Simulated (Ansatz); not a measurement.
**SiBH₅: up Jacob's ladder to CCSD(T)**

One table from this session's results is given with a row withheld; the runs are named, their logs left out.

Method: functionals in def2-TZVPP, the program's frozen cores in correlated methods; program: Ansatz 0.2.0, Gaussian basis.

The runs, in order: LDA (SPW92), PBE-D4, revPBE-D4, BLYP-D4, r2SCAN-D4, B97M-V, PBE0-D4, B3LYP-D4, r2SCANh-D4, r2SCAN0-D4, HSE06-D4, BHLYP-D4, CAM-B3LYP-D4, LC-ωPBE, ωB97X-V, ωB97M-V, B2PLYP, PBE-QIDH; CCSD(T)/def2-SVP; CCSD(T)/def2-TZVPP; CCSD(T)/def2-QZVPP; extrapolation to the limit; RPA on PBE.

**The relaxed structure**

The geometry comes from an earlier relaxation with PBE0-D4 in a triple-zeta def2 set; it is a stationary point, not always the lowest conformer.

SMILES `B[SiH3]`, 7 atoms, charge 0, spin multiplicity 1.

Atoms are counted from 1 here; the program's logs count them from 0.

Bond lengths: B1–Si2 2.010 Å, B1–H3 1.196 Å, B1–H4 1.195 Å, Si2–H5 1.492 Å, Si2–H6 1.492 Å, Si2–H7 1.487 Å. Angles: Si2–B1–H3 118.9°, Si2–B1–H4 123.6°, H3–B1–H4 117.5°, B1–Si2–H5 108.8°, B1–Si2–H6 108.8°, B1–Si2–H7 115.1°, H5–Si2–H6 107.3°, H5–Si2–H7 108.3°, H6–Si2–H7 108.3°.

The first run:

File in.yaml:

```yaml
crystal:
  periodic: [false, false, false]
  atoms:
    - {symbol: B, position_ang: [-0.043203, -1.189043, 0.204262]}
    - {symbol: Si, position_ang: [0.089076, 0.785348, -0.148545]}
    - {symbol: H, position_ang: [-1.125977, -1.690592, 0.290092]}
    - {symbol: H, position_ang: [0.906406, -1.902534, 0.335399]}
    - {symbol: H, position_ang: [-0.615990, 1.093364, -1.427155]}
    - {symbol: H, position_ang: [-0.623563, 1.516685, 0.939637]}
    - {symbol: H, position_ang: [1.474452, 1.318774, -0.239488]}
basis:
  gaussian: {orbitals: def2-TZVPP}
hamiltonian: {xc: lda}
output: {orbitals: {seedname: orbitals}}
```

Among the steps run: LDA; PBE-D4 (GGA); revPBE-D4 (GGA); BLYP-D4 (GGA); r2SCAN-D4 (meta-GGA); B97M-V (meta-GGA); PBE0-D4 (hybrid); B3LYP-D4 (hybrid); r2SCANh-D4 (hybrid); r2SCAN0-D4 (hybrid); HSE06-D4 (hybrid); BHLYP-D4 (hybrid); CAM-B3LYP-D4 (range-separated); LC-ωPBE-D4 (range-separated; the results give it without D4); ωB97X-V (range-separated); ωB97M-V (range-separated); B2PLYP (double hybrid); PBE-QIDH (double hybrid).

One of the session's tables, all rows but one given; the rest of the session is left out.

It belongs to the step «Frontier levels by functional». 

```
  functional  HOMO (eV)  LUMO (eV)  gap (eV)
 LDA (SPW92)      -7.31      -3.77      3.54
      PBE-D4      -7.25      -3.51      3.74
   revPBE-D4      -7.22      -3.40      3.82
     BLYP-D4      -7.14      -3.34      3.80
   r2SCAN-D4      -7.52      -3.15      4.37
      B97M-V      -7.63      -3.33      4.30
     PBE0-D4      -8.47      -2.49      5.98
    B3LYP-D4      -8.27      -2.69      5.58
  r2SCANh-D4      -7.97      -2.80      5.16
  r2SCAN0-D4      -8.64      -2.28      6.36
    HSE06-D4      -8.07      -2.87      5.20
    BHLYP-D4      -9.62      -1.40      8.21
CAM-B3LYP-D4      -9.85      -1.35      8.50
     LC-ωPBE          ?          ?         ?
     ωB97X-V     -10.86      -0.25     10.61
     ωB97M-V     -10.65      -0.52     10.13
```

**Question.** Estimate the row for LC-ωPBE.

As computed: HOMO (eV): -11.23; LUMO (eV): -0.14; gap (eV): 11.08. In the column «HOMO (eV)» it is the lowest.
